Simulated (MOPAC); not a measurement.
MOPAC input (PM7):

```
PM7 FORCE THERMO(298,298) PRECISE LET GEO-OK AUX(PRECISION=9) THREADS=1
C2H3Cl

C    -0.02124244 1    0.77800857 1   -0.01321185 1
C     1.28634386 1    1.00472095 1    0.00345101 1
Cl   -0.60688961 1   -0.83984107 1    0.00442809 1
H    -0.82565186 1    1.49887428 1   -0.03770575 1
H     2.04350776 1    0.23199883 1    0.02806574 1
H     1.71216120 1    1.99963541 1   -0.00637155 1
```

From the last part of the output:

```
     H    6   0.827741   3.521840   0.110150   0.051853   0.458984   4.275134

          HEAT OF FORMATION =       5.280936 KCALS/MOLE

          ZERO POINT ENERGY      26.521 KCAL/MOL

           NORMAL COORDINATE ANALYSIS (Total motion = 1 Angstrom)

   Root No.       1         2         3         4         5         6         7         8

                 1 A'      1 A"      2 A'      2 A"      3 A'      3 A"      4 A'      5 A'

                 380.2     588.1     718.4     940.0    1043.4    1081.3    1239.4    1361.7

           1   -0.0825   -0.0000   -0.0585   -0.0000    0.0015    0.0000   -0.0218   -0.0316
           2   -0.0860    0.0000    0.1895    0.0000    0.0709   -0.0000    0.0474    0.0043
           3    0.0000   -0.0782   -0.0000   -0.0851    0.0000    0.0319    0.0000    0.0000
           4   -0.0833    0.0000   -0.0594    0.0000    0.0015   -0.0000   -0.0209   -0.0311
           5    0.1026   -0.0000    0.0550   -0.0000   -0.0717    0.0000   -0.0457    0.0023
           6   -0.0000    0.0155    0.0000    0.0181   -0.0000   -0.1039   -0.0000   -0.0000
           7    0.0623    0.0000    0.0440    0.0000    0.0021   -0.0000    0.0014    0.0005
           8   -0.0158   -0.0000   -0.0790   -0.0000   -0.0133    0.0000    0.0088   -0.0008
           9   -0.0000    0.0152    0.0000    0.0036   -0.0000   -0.0002   -0.0000   -0.0000
          10   -0.0591    0.0000    0.0165    0.0000   -0.1362    0.0000    0.5262    0.0019
          11   -0.0901   -0.0000    0.0998   -0.0000    0.1725   -0.0000   -0.4081   -0.0295
          12    0.0000    0.0728   -0.0000    0.5680    0.0000    0.0109   -0.0000    0.0000
          13   -0.2485   -0.0000    0.1551    0.0000   -0.2590    0.0000   -0.1369    0.3710
          14    0.2240    0.0000   -0.1120   -0.0000    0.1487   -0.0000    0.0462   -0.2812
          15   -0.0000   -0.3391    0.0000    0.2142   -0.0000    0.4407   -0.0000   -0.0000
          16    0.0924    0.0000   -0.3153   -0.0000    0.2863    0.0000    0.0708    0.3572
          17    0.2238   -0.0000   -0.1214    0.0000    0.1549   -0.0000    0.0333    0.2588
          18    0.0000    0.4793    0.0000   -0.1110   -0.0000    0.4124   -0.0000   -0.0000

   Root No.       9        10        11        12

                 6 A'      7 A'      8 A'      9 A'

                2646.5    2708.8    2759.0    3084.8

           1    0.0449    0.0143   -0.0354   -0.1765
           2   -0.0252   -0.0067   -0.0191   -0.0131
           3    0.0000    0.0000   -0.0000    0.0000
           4   -0.0471   -0.0077   -0.0121    0.1842
           5    0.0079   -0.0551   -0.0067   -0.0000
           6    0.0000    0.0000   -0.0000   -0.0000
           7   -0.0001   -0.0002    0.0001    0.0002
           8   -0.0005    0.0002   -0.0007   -0.0004
           9   -0.0000   -0.0000    0.0000   -0.0000
          10    0.2820    0.0266    0.2172    0.1375
          11    0.3461    0.0292    0.2616    0.1738
          12    0.0000    0.0000   -0.0000    0.0000
          13   -0.1762    0.2244    0.2058   -0.1210
          14   -0.2486    0.2688    0.2839   -0.1729
          15   -0.0000   -0.0000    0.0000    0.0000
          16   -0.0768   -0.3206    0.1383   -0.1140
          17    0.1278    0.4330   -0.2137    0.1712
          18    0.0000    0.0000   -0.0000    0.0000

           MASS-WEIGHTED COORDINATE ANALYSIS (NORMAL COORDINATES)

   Root No.       1         2         3         4         5         6         7         8

                 1 A'      1 A"      2 A'      2 A"      3 A'      3 A"      4 A'      5 A'

                 380.2     588.1     718.4     940.0    1043.4    1081.3    1239.4    1361.7

           1   -0.3393   -0.0000   -0.2024   -0.0000    0.0087    0.0000   -0.1027   -0.1650
           2   -0.3536    0.0000    0.6555    0.0000    0.4016   -0.0000    0.2235    0.0223
           3    0.0000   -0.4098   -0.0000   -0.4277    0.0000    0.1552    0.0000    0.0000
           4   -0.3427    0.0000   -0.2055    0.0000    0.0084   -0.0000   -0.0987   -0.1624
           5    0.4217   -0.0000    0.1903   -0.0000   -0.4063    0.0000   -0.2156    0.0120
           6   -0.0000    0.0810    0.0000    0.0909   -0.0000   -0.5048   -0.0000   -0.0000
           7    0.4401    0.0000    0.2617    0.0000    0.0202   -0.0000    0.0113    0.0041
           8   -0.1115   -0.0000   -0.4698   -0.0000   -0.1291    0.0000    0.0711   -0.0067
           9   -0.0000    0.1368    0.0000    0.0312   -0.0000   -0.0014   -0.0000   -0.0000
          10   -0.0704    0.0000    0.0165    0.0000   -0.2236    0.0000    0.7189    0.0029
          11   -0.1073   -0.0000    0.1000   -0.0000    0.2833   -0.0000   -0.5575   -0.0446
          12    0.0000    0.1105   -0.0000    0.8273    0.0000    0.0153   -0.0000    0.0000
          13   -0.2960   -0.0000    0.1554    0.0000   -0.4253    0.0000   -0.1871    0.5620
          14    0.2669    0.0000   -0.1123   -0.0000    0.2441   -0.0000    0.0632   -0.4260
          15   -0.0000   -0.5148    0.0000    0.3120   -0.0000    0.6200   -0.0000   -0.0000
          16    0.1101    0.0000   -0.3160   -0.0000    0.4701    0.0000    0.0967    0.5411
          17    0.2665   -0.0000   -0.1217    0.0000    0.2543   -0.0000    0.0455    0.3920
          18    0.0000    0.7277    0.0000   -0.1617   -0.0000    0.5801   -0.0000   -0.0000

   Root No.       9        10        11        12

                 6 A'      7 A'      8 A'      9 A'

                2646.5    2708.8    2759.0    3084.8

           1    0.2536    0.0730   -0.2146   -0.6376
           2   -0.1426   -0.0343   -0.1157   -0.0473
           3    0.0000    0.0000   -0.0000    0.0000
           4   -0.2662   -0.0393   -0.0732    0.6652
           5    0.0444   -0.2823   -0.0405   -0.0001
           6    0.0000    0.0000   -0.0000   -0.0000
           7   -0.0006   -0.0022    0.0015    0.0011
           8   -0.0050    0.0014   -0.0072   -0.0028
           9   -0.0000   -0.0000    0.0000   -0.0000
          10    0.4617    0.0394    0.3810    0.1438
          11    0.5666    0.0433    0.4589    0.1819
          12    0.0000    0.0000   -0.0000    0.0000
          13   -0.2884    0.3329    0.3610   -0.1266
          14   -0.4069    0.3988    0.4980   -0.1809
          15   -0.0000   -0.0000    0.0000    0.0000
          16   -0.1258   -0.4757    0.2426   -0.1193
          17    0.2092    0.6424   -0.3749    0.1791
          18    0.0000    0.0000   -0.0000    0.0000

          DESCRIPTION OF VIBRATIONS

 VIBRATION          1    1A'         ATOM PAIR     ENERGY CONTRIBUTION    RADIAL
 FREQUENCY           380.19         C 2 -- H 5         +25.0% (234.8%)     39.0%
 TRANSITION DIPOLE   0.0923         C 1 -- Cl3         +21.5% (217.6%)      4.7%
 TRAVEL (Ang.)       0.2326         C 2 -- H 6         +21.2% (216.0%)     61.9%
 REDUCED MASS        3.2791         C 1 -- H 4         +18.3% (201.0%)     97.4%
 EFFECTIVE MASS     29.6768         C 1 -- C 2         +14.0% (175.4%)      0.0%
 FORCE CONSTANT      0.2793

 VIBRATION          2    1A"         ATOM PAIR     ENERGY CONTRIBUTION    RADIAL
 FREQUENCY           588.13         C 2 -- H 6         +42.8% ( 90.0%)      0.0%
 TRANSITION DIPOLE   0.0731         C 2 -- H 5         +30.3% ( 75.7%)      0.0%
 TRAVEL (Ang.)       0.4032         C 1 -- H 4         +12.0% ( 47.6%)      0.0%
 REDUCED MASS        0.7053         C 1 -- C 2          +8.1% ( 39.0%)      0.0%
 EFFECTIVE MASS      3.1150
 FORCE CONSTANT      0.1437

 VIBRATION          3    2A'         ATOM PAIR     ENERGY CONTRIBUTION    RADIAL
 FREQUENCY           718.45         C 1 -- Cl3         +32.6% (116.7%)     98.4%
 TRANSITION DIPOLE   1.2438         C 1 -- H 4         +20.0% ( 91.2%)     25.3%
 TRAVEL (Ang.)       0.1282         C 1 -- C 2         +16.4% ( 82.8%)      0.0%
 REDUCED MASS        5.7141         C 2 -- H 6         +16.3% ( 82.4%)     37.1%
 EFFECTIVE MASS     17.3925         C 2 -- H 5         +14.7% ( 78.2%)      0.9%
 FORCE CONSTANT      1.7378

 VIBRATION          4    2A"         ATOM PAIR     ENERGY CONTRIBUTION    RADIAL
 FREQUENCY           939.97         C 1 -- H 4         +79.7% ( 88.5%)      0.0%
 TRANSITION DIPOLE   0.5218         C 1 -- C 2          +6.7% ( 25.7%)      0.0%
 TRAVEL (Ang.)       0.2847         C 1 -- Cl3          +5.3% ( 22.8%)      0.0%
 REDUCED MASS        0.8850         C 2 -- H 5          +5.0% ( 22.2%)      0.0%
 EFFECTIVE MASS      2.3756
 FORCE CONSTANT      0.4607

 VIBRATION          5    3A'         ATOM PAIR     ENERGY CONTRIBUTION    RADIAL
 FREQUENCY          1043.40         C 2 -- H 6         +31.3% ( 70.9%)     14.1%
 TRANSITION DIPOLE   0.7518         C 2 -- H 5         +29.3% ( 68.6%)     13.7%
 TRAVEL (Ang.)       0.2828         C 1 -- C 2         +18.4% ( 54.4%)      0.0%
 REDUCED MASS        0.8083         C 1 -- H 4         +12.6% ( 45.0%)     82.5%
 EFFECTIVE MASS      4.8236
```
